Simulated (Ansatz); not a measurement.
# What a trial cell of CdW₃ relaxes into

The calculation used DFT PBE, scalar-relativistic, plane waves, PAW (Ansatz 0.2.0). Cutoff 420 eV, Γ-centred k mesh, Gaussian smearing, no spin polarisation in the final step.

CdW₃ was placed on the Cu3Au (L1_2) structure type (Pm-3m, No. 221), with Cd in place of Au, W in place of Cu, at a guessed volume.

```
Cd W
1.0
     4.12662    0.00000    0.00000
     0.00000    4.12662    0.00000
     0.00000    0.00000    4.12662
Cd W
1 3
Direct
  0.00000 0.00000 0.00000
  0.00000 0.50000 0.50000
  0.50000 0.00000 0.50000
  0.50000 0.50000 0.00000
```

Cell and atoms relax at zero pressure; the relaxation can't lower the symmetry of the start. After a coarse first stage the cell is made exact in the group found at 0.06 Å.

Formation energies are uncorrected and refer to the elements' standard structures at the same level.

Task: Describe the relaxed structure.

Result: It keeps Pm-3m (No. 221). The result has the Cu3Au (L1_2) structure. Conventional cell: a = 4.056 Å. Cd is coordinated by 12 W at 2.87 Å; W has 4 Cd at 2.87 Å and 8 W at 2.87 Å.

```xyz
4
Lattice="4.0555 0.0000 0.0000 0.0000 4.0555 0.0000 0.0000 0.0000 4.0555" Properties=species:S:1:pos:R:3 pbc="T T T"
Cd    0.0000    0.0000    0.0000
W     0.0000    2.0278    2.0278
W     2.0278    0.0000    2.0278
W     2.0278    2.0278    0.0000
```

Task: What are its volume, energy, density and gap?

Result: The volume per atom is 16.68 Å³. The density is 16.53 g/cm³ and the energy over the elements is 0.59 eV/atom. The gap on the 12×12×12 mesh is 0 eV (a metal).

The final run used a 12×12×12 mesh on its 4-atom cell and 0.10 eV smearing. The k mesh leaves about 4 meV/atom of noise in metals. Spin–orbit coupling is left out. Symmetry constrained the relaxation, so the result can be a saddle point.